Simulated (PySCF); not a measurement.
Molecule: SMILES FC(CO)F, C2H4F2O.

Geometry (Å), atoms numbered from 1 in this order:
```xyz
9

O     1.4266    0.5162    0.5013
C     0.5735   -0.4698    0.0197
C    -0.8576    0.0078   -0.0605
F    -1.3383    0.3195    1.1582
F    -0.8871    1.1448   -0.8105
H     1.2717    1.3115   -0.0226
H     0.6173   -1.3297    0.7058
H     0.8577   -0.8374   -0.9881
H    -1.5310   -0.7323   -0.5291
```

Geometry PBE0-D3(BJ)/def2-SVP throughout; GIAO in PySCF 2.14, gas phase, one conformer, non-relativistic; equivalent atoms averaged; basis pcSseg-2.

For orientation, KT2 gives these shifts δ (against H2O, TMS, CFCl3 at the same level): O1 4.9, C3 122.3, C2 68.6, F4/F5 -169.1, H9 5.96, H7/H8 3.80, H6 0.82 ppm.

A run gave: O1 5.1, C3 126.5, C2 70.2, F4/F5 -163.2, H9 6.00, H7/H8 3.83, H6 0.86 ppm (shifts δ (against H2O, TMS, CFCl3 at the same level)).

Problem. Which functional was used in that run?
A. WP04
B. BP86
C. OPBE
D. CAM-B3LYP
E. B3LYP

Solution. B. F4/F5 tells them apart best: BP86 gives -163.2, B3LYP gives -148.2, OPBE gives -157.1, WP04 gives -142.7, CAM-B3LYP gives -137.7 ppm.
